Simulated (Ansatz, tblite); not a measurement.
**BiI3: rung by rung**

One table from this session's results is given with a row withheld; the runs are named, their logs left out.

The runs use Ansatz 0.2.0, Gaussian basis; as each input shows.

The runs, in order: GFN1-xTB, GFN2-xTB, PBE-D4/def2-TZVP, r2SCAN-D4/def2-TZVP, BLYP-D4/def2-TZVP, B3LYP-D4/def2-TZVP, CAM-B3LYP-D4/def2-TZVP, LDA/def2-TZVP, BHLYP-D4/def2-TZVP, LC-ωPBE/def2-TZVP, HSE06-D4/def2-TZVP, PBE-D4/def2-SVP, PBE0-D4/def2-SVP, CCSD(T)/def2-SVP, MP2/def2-TZVP, RPA/def2-TZVP.

## The structure

The geometry is that of the singlet, from an earlier relaxation (PBE-D4/def2-SVP).

4 atoms, charge 0, spin multiplicity 1.

Bond lengths: Bi1–I2 2.846 Å, Bi1–I3 2.846 Å, Bi1–I4 2.846 Å. Angles: I2–Bi1–I3 101.1°, I2–Bi1–I4 101.1°, I3–Bi1–I4 101.1°.

As a file:

```mol
BiI3
  3D, bonds by distance, orders not assigned

  4  3  0  0  0  0  0  0  0  0999 V2000
   -0.0043    0.0048    0.9657 Bi  0  0
    2.5395   -0.0311   -0.3105 I   0  0
   -1.2420    2.2112   -0.3383 I   0  0
   -1.2932   -2.1848   -0.3169 I   0  0
  1  2  8  0
  1  3  8  0
  1  4  8  0
M  END
```

Bi, I take a core potential in the def2 sets. No spin-orbit coupling is included.

PBE0-D4/def2-TZVP was run before; its log isn't repeated, and its numbers join the tables.

The first run:

Tight binding, by tblite at 300 K electronic temperature and without a spin-polarisation term:

```python
tblite.interface.Calculator('GFN1-xTB', numbers, positions, charge=0, uhf=0).singlepoint()
```

Tight binding, by tblite at 300 K electronic temperature and without a spin-polarisation term:

```python
tblite.interface.Calculator('GFN2-xTB', numbers, positions, charge=0, uhf=0).singlepoint()
```

start.molden holds the orbitals of an earlier run on this state, given as this run's starting guess.

Input file in.yaml:

```yaml
crystal:
  periodic: [false, false, false]
  atoms:
    - {symbol: Bi, position_ang: [-0.004276, 0.004756, 0.965749]}
    - {symbol: I, position_ang: [2.539474, -0.031112, -0.310541]}
    - {symbol: I, position_ang: [-1.241967, 2.211200, -0.338322]}
    - {symbol: I, position_ang: [-1.293222, -2.184844, -0.316886]}
basis:
  gaussian: {orbitals: def2-TZVP, initial_orbitals: start.molden}
hamiltonian: {xc: pbe, dispersion: d4}
scf: {omitted_lower_state_checks: [starts]}
output: {orbitals: {seedname: orbitals}}
```

Run with:

```
$ ansatz run in.yaml --threads 4 --pin off --events-out ev --progress --plain --max-ram 3916MiB
```

Steps of the session up to this table: PBE-D4/def2-TZVP; r2SCAN-D4/def2-TZVP; BLYP-D4/def2-TZVP; B3LYP-D4/def2-TZVP; CAM-B3LYP-D4/def2-TZVP; LDA/def2-TZVP; BHLYP-D4/def2-TZVP; LC-ωPBE/def2-TZVP; HSE06-D4/def2-TZVP; PBE-D4/def2-SVP; PBE0-D4/def2-SVP; CCSD(T)/def2-SVP; MP2/def2-TZVP; RPA/def2-TZVP.

One of the session's tables, all rows but one given; the rest of the session is left out.

```
                 level  HOMO (eV)  LUMO (eV)  gap (eV)
         LDA/def2-TZVP      -6.67      -4.07      2.60
       PBE-D4/def2-SVP      -6.41      -3.82      2.59
      PBE-D4/def2-TZVP      -6.49      -3.82      2.68
     BLYP-D4/def2-TZVP          ?          ?         ?
   r2SCAN-D4/def2-TZVP      -6.80      -3.77      3.03
    B3LYP-D4/def2-TZVP      -7.35      -3.42      3.92
      PBE0-D4/def2-SVP      -7.57      -3.31      4.26
     PBE0-D4/def2-TZVP      -7.61      -3.25      4.36
    HSE06-D4/def2-TZVP      -7.22      -3.60      3.62
    BHLYP-D4/def2-TZVP      -8.44      -2.56      5.88
CAM-B3LYP-D4/def2-TZVP      -8.73      -2.42      6.31
     LC-ωPBE/def2-TZVP      -9.92      -1.47      8.45
```

Estimate the missing values for BLYP-D4/def2-TZVP.

Worked estimate for «HOMO (eV)». Against the share of exact exchange, B3LYP-D4/def2-TZVP (0.2, -7.35), BHLYP-D4/def2-TZVP (0.5, -8.44) give a slope of -3.63 per unit share; at 0 the line stands at -6.62.

**Answer.** HOMO (eV): -6.29; LUMO (eV): -3.70; gap (eV): 2.59. In «HOMO (eV)» the line misses by -0.33.
